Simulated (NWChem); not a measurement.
# What each level costs for ammonia (H$_{3}$N)

```
N
H 1 1.0309
H 1 1.0310 2 104.01
H 1 1.0310 2 104.01 3 -108.62
```
Charge 0, spin multiplicity 1.

All runs are NWChem calculations. All single points use one geometry, from PBE/def2-SVP, a minimum by its harmonic frequencies.

Basis set: cc-pVQZ (145 functions). Each entry is one whole single-point run; the coupled-cluster runs use the TCE module, and the SCF and DFT modules converge to different thresholds.

The correlated methods keep 1 core orbital frozen. B3LYP has NWChem's definition, with VWN1-RPA local correlation.

Question: Roughly how much processor time does each of these take, relative to RHF: MP2, RI-MP2, B2PLYP, PBE, B3LYP, LDA (SVWN5), CR-CCSD(T)?

Answer: PBE about the same, within a factor of 3; LDA (SVWN5) about the same, within a factor of 3; B3LYP about the same, within a factor of 3; RI-MP2 about the same, within a factor of 3; B2PLYP about the same, within a factor of 3; MP2 about the same, within a factor of 3; CR-CCSD(T) about 20 (rough ratios from shared machines).
